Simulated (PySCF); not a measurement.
# C5H7F: the cost of one run

The runs use PySCF 2.14.0, with density-fitted response routines of our own; the level of theory stands in each step. All values are computed, except where a source is named. Atoms count from 0, in the outputs and in this text.

### 1 Starting geometry

13 atoms, charge 0, multiplicity 1; geometry from: GFN2-xTB. The atoms were then displaced at random by about 0.01 Å, so the start is not that level's minimum.

Bonds of the start (Å): C0–C1 1.35, C1–C2 1.46, C2–F3 1.35, C2–C4 1.32, C4–C5 1.49, C0–H6 1.08, C0–H7 1.06, C1–H8 1.06, C4–H9 1.06, C5–H10 1.09, C5–H11 1.09, C5–H12 1.09.

### 2 Relaxing the molecule at PBE0-D3(BJ)/def2-SVP

What the job is given:

```
{"job": {"xc": "PBE0", "basis": "def2-SVP", "d3": "d3bj", "grid": 1, "shake": 0.01, "kind": "geom"}, "charge": 0, "multiplicity": 1}
C      2.314150     0.844770     0.999800
C      1.430650     0.622800     0.008020
C      0.110560     0.027440     0.193880
F     -0.140990    -0.272370     1.487700
C     -0.762330    -0.239010    -0.765660
C     -2.102270    -0.841270    -0.537540
H      3.264850     1.313790     0.811770
H      2.072230     0.633540     2.013030
H      1.672810     0.875790    -0.996140
H     -0.497960     0.014350    -1.761590
H     -2.889920    -0.175700    -0.876070
H     -2.253960    -1.058350     0.524620
H     -2.212020    -1.762680    -1.112130
```

Run with:

```console
> OMP_NUM_THREADS=1 python probes_run.py task.json out
```

This one command runs all jobs of the session in turn.

Q: Estimate the wall time and peak memory of this first job on 1 thread of Arm Neoverse V2, shared host.

About 35 s, with a peak of 0.51 GiB.
